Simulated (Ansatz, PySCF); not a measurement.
NO2, charge -1, multiplicity 1. Atoms are numbered in the order given.

```xyz
3

O      0.0000     1.0699     0.2020
N      0.0000     0.0000    -0.4616
O      0.0000    -1.0699     0.2020
```
Charge -1, spin multiplicity 1.

Geometry optimised at r2SCAN-D4/def2-TZVPD. The spin state was assumed, not searched. The isomer is the one that the SMILES or the coordinates give; other isomers of the formula were not compared.

Estimates of the vertical detachment energy (IE) of the anion in eV. Rows of orbital energies are one-electron estimates, which approximate functionals can put far too low.

| level | IE |
|---|---|
| −ε(HOMO), −ε(LUMO), r2SCAN/def2-TZVPD (PySCF) | -1.14 |
| −ε(HOMO), −ε(LUMO), PBE/def2-TZVPD (PySCF) | -1.30 |
| EOM-CCSD/aug-cc-pVDZ (PySCF) | 2.72 |
| ΔSCF, PBE0/def2-TZVPD (Ansatz), final states of multiplicity 2 | 2.79 |
| ΔSCF, PBE/def2-TZVPD (Ansatz), final states of multiplicity 2 | 2.54 |

### Question
What vertical singlet–triplet gap does ΔSCF give with PBE0/def2-TZVPD (Ansatz, a first-principles code) and with PBE/def2-TZVPD (Ansatz)? (An estimate is asked for; the answer gives what the named calculation found.)

### Answer
2.29 and 2.42 eV (triplet above singlet where positive).
